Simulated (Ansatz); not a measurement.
# MgH₂ (triplet): wave-function methods side by side at angle H2–Mg1–H3 = 86.3°, aug-cc-pVTZ

One table from this session's results is given with a row withheld; the runs are named, their logs left out.

Computed with Ansatz 0.2.0, Gaussian basis. Level: aug-cc-pVTZ, core rule «outside noble gas», up to 5 orbitals frozen.

Plan: UHF; CCSD(T) on ROHF; CCSD(T) on UHF; BCCD(T) on ROHF; CCSDT(Q) on ROHF; CCSDT(Q) on UHF; CASSCF and NEVPT2, 4 electrons in 6 orbitals; Full CI.

12 further runs of the same task are left out: 1 for a known fault of the program, 9 that didn't finish, 2 set aside as unsound or not needed. Runs told in other sessions of the task aren't counted.

## The system

The geometry derives from a PBE0/def2-TZVP stationary point (not a proven minimum). One angle is set to the value named; bond lengths are kept.

3 atoms, charge 0, spin multiplicity 3.

Atoms are counted from 1 here; the program's logs count them from 0.

Bond lengths: Mg1–H2 1.997 Å, Mg1–H3 1.997 Å. Angles: H2–Mg1–H3 86.3°.

Set-up of the first run:

Contents of in.yaml:

```yaml
crystal:
  periodic: [false, false, false]
  atoms:
    - {symbol: Mg, position_ang: [0.000000, 0.000000, -0.111588]}
    - {symbol: H, position_ang: [0.000000, 1.365799, 1.345387]}
    - {symbol: H, position_ang: [0.000000, -1.365799, 1.345387]}
basis:
  gaussian: {orbitals: aug-cc-pVTZ}
magnetization: {spin_polarized: true, initial_magnetization: 2}
hamiltonian: {xc: hf}
output: {orbitals: {seedname: orbitals}}
```

Run with:

```
ansatz run in.yaml --threads 1 --pin off --events-out ev --progress --plain --max-ram 2393MiB
```

Steps of the session up to this table: UHF; CCSD(T) on ROHF; CCSD(T) on UHF; BCCD(T) on ROHF; CCSDT(Q) on ROHF; CCSDT(Q) on UHF; CASSCF and NEVPT2, 4 electrons in 6 orbitals; Full CI.

One of the session's tables, all rows but one given; the rest of the session is left out.

It belongs to the step «Misses and costs». 

```
        method  from FCI (kcal/mol)
           UHF               +34.58
          RMP2               +11.31
          UMP2               +12.44
         RCCSD                    ?
         UCCSD                +1.16
      RCCSD(T)                +0.38
      UCCSD(T)                +0.36
       BCCD(T)                +0.40
        RCCSDT                +0.01
        UCCSDT                -0.01
     RCCSDT(Q)                 0.00
     UCCSDT(Q)                -0.01
CASSCF valence               +17.13
NEVPT2 valence                +5.14
           FCI                    0
```

Q: Estimate the row for RCCSD from the others.

As computed: from FCI (kcal/mol): +1.46. In the column «from FCI (kcal/mol)» it lies between UCCSD (+1.16) and NEVPT2 valence (+5.14).

Left out of the table: ROHF (another determinant or state than the rows shown).

To keep in mind: The report flags that the cluster equations may have other roots. The program flags RCCSD(T), BCCD(T), RCCSDT(Q) as in doubt, so those rows may rest on another solution. Levels on UHF freeze UHF's core orbitals, full CI those of ROHF, so the U rows can settle a little off it for that reason alone. Restricted and unrestricted rows rest on different reference determinants; a gap between their highest levels can come from leftover correlation error, from unlike frozen cores or from another state.
